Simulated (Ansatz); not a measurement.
# CH₄AlMg− (SMILES [CH2-][AlH][MgH]): one structure at several levels

One table from this session's results is given with a row withheld; the runs are named, their logs left out.

The runs use Ansatz 0.2.0, Gaussian basis; single points in def2-TZVPPD.

Correlated methods freeze the cores. The outer core shell of Li, Na, Mg and K is correlated.

### Starting geometry

7 atoms, charge -1, spin multiplicity 1.

Atoms are counted from 1 here; the program's logs count them from 0.

Bond lengths: C1–Al2 1.908 Å, C1–H4 1.057 Å, C1–H5 1.153 Å, Al2–Mg3 2.536 Å, Al2–H6 1.635 Å. Angles: Al2–C1–H4 114.6°, Al2–C1–H5 106.6°, H4–C1–H5 93.5°, C1–Al2–Mg3 140.7°, C1–Al2–H6 128.0°, Mg3–Al2–H6 89.1°.

Geometry (Å):

```xyz
7

C    -1.7360    0.1024   -0.6497
Al   -0.1741    0.5902    0.3314
Mg    2.3432    0.2829    0.2939
H    -1.6956   -0.8569   -1.0922
H    -1.6737    0.6493   -1.6632
H    -0.0695    1.0449    1.8985
H     3.1272   -1.8874    0.4931
```

Set-up of the first run:

run/in.yaml reads:

```yaml
crystal:
  periodic: [false, false, false]
  atoms:
    - {symbol: C, position_ang: [-1.735965, 0.102395, -0.649701]}
    - {symbol: Al, position_ang: [-0.174148, 0.590222, 0.331372]}
    - {symbol: Mg, position_ang: [2.343248, 0.282911, 0.293918]}
    - {symbol: H, position_ang: [-1.695626, -0.856928, -1.092175]}
    - {symbol: H, position_ang: [-1.673684, 0.649332, -1.663191]}
    - {symbol: H, position_ang: [-0.069545, 1.044892, 1.898531]}
    - {symbol: H, position_ang: [3.127193, -1.887398, 0.493123]}
basis:
  gaussian: {orbitals: "def2-TZVPPD.json"}
total_charge: -1
hamiltonian: {xc: pbe, dispersion: d4}
output: {forces: true}
```

The basis file named in the input lies beside it (Basis Set Exchange, JSON).

On the command line:

```
$ ansatz run in.yaml --threads 2 --pin off --events-out ev --progress --plain --max-ram 3481MiB
```

Among the steps run: PBE-D4/def2-TZVPPD; r2SCAN-D4/def2-TZVPPD; PBE0-D4/def2-TZVPPD; wB97M-V/def2-TZVPPD; CCSD(T)/def2-TZVPPD.

One table of the session follows, with a row left open; its other results are not shown here.

| method | RMS force component (eV/Å) | angle to CCSD(T) forces (°) |
| --- | --- | --- |
| PBE-D4 | 0.892 | 8.4 |
| r2SCAN-D4 | ? | ? |
| PBE0-D4 | 0.936 | 7.3 |
| wB97M-V | 0.942 | 9.1 |
| CCSD(T) | 0.924 | reference |

Estimate the missing values for r2SCAN-D4.

**Answer.** RMS force component (eV/Å): 0.917; angle to CCSD(T) forces (°): 6.3. In the column «RMS force component (eV/Å)» it lies between PBE-D4 (0.892) and CCSD(T) (0.924).
